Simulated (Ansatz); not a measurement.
System: BF₃, charge 0, multiplicity 1. SMILES: FB(F)F
Coordinates optimised at B3LYP-D3(BJ)/def2-TZVP (Ansatz, an electronic-structure program):
```xyz
4

B      0.0000     0.0000     0.0000
F      0.0168     1.3152     0.0316
F      1.1308    -0.6724    -0.0050
F     -1.1476    -0.6428    -0.0266
```
Charge 0, spin multiplicity 1.

Wanted: vertical ionisation energy to the doublet, in eV. Terms: dispersion terms only where a functional's name holds one; non-relativistic; each state is the SCF solution reached for its charge and spin; UHF or UKS for open shells; spin-orbit terms left out; 6-311+G** with 5d; 6-31G* and kin with 6d, 5d where marked. First-principles rows: single points at B3LYP-D3(BJ) geometries (Ansatz).

```
level             program  vertical ionisation energy to the doublet (eV)
----------------  -------  ----------------------------------------------
B3LYP/STO-3G       Ansatz                                           10.70
B3LYP/3-21G        Ansatz                                           14.74
B3LYP/6-31G*       Ansatz                                           14.80
B3LYP/6-311+G**    Ansatz                                           15.29
B3LYP/def2-TZVPD   Ansatz                                           15.22
```

No value to compare with is used here. The 4 habitual levels span 10.70 (B3LYP/STO-3G) to 15.29 eV (B3LYP/6-311+G**); B3LYP/def2-TZVPD gives 15.22.

The sets are all those run for this method; runs whose electronic state is in doubt are left out.
